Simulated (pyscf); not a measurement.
Thermochemistry of product channels of F–Ge:–F (SMILES [F][Ge][F]) [singlet] + GeH₄ (SMILES [GeH4]) on the singlet surface, in kJ/mol, from ωB97M-D3(BJ)/def2-TZVP energies (ideal gas, 1 atm, RRHO with modes under 100 cm⁻¹ raised to 100, one conformer, R ln 2 for chiral ones without a mode under 150 cm⁻¹). Single points on ωB97X-D3(BJ)/def2-SVP structures (PySCF, gas phase).

```json
[
 {"products": "F–GeH₃ (SMILES [F][GeH3]) + F–GeH: (SMILES [F][GeH]) [singlet]", "ΔE": "[?]", "ΔH(298 K)": "+100.1", "ΔG(298 K)": "+95.4", "ΔG(1200 K)": "+81.0"},
 {"products": "F–Ge(F)=GeH₂ (SMILES [F][Ge]([F])=[GeH2]) + H₂ (SMILES [H][H])", "ΔE": "+116.4", "ΔH(298 K)": "+108.9", "ΔG(298 K)": "+109.7", "ΔG(1200 K)": "+96.2"},
 {"products": "HF (SMILES F) + F–Ge:–GeH₃ (SMILES [F][Ge][GeH3]) [singlet]", "ΔE": "+136.9", "ΔH(298 K)": "+141.9", "ΔG(298 K)": "+136.9", "ΔG(1200 K)": "[?]"}
]
```

### Question
Complete the blanks.

### Answer

- F–GeH₃ (SMILES [F][GeH3]) + F–GeH: (SMILES [F][GeH]) [singlet], ΔE: +101.5
- HF (SMILES F) + F–Ge:–GeH₃ (SMILES [F][Ge][GeH3]) [singlet], ΔG(1200 K): +112.7

These are energies of the channels, which say nothing of barriers. Elements up to Kr have no core potential and no relativistic terms here.
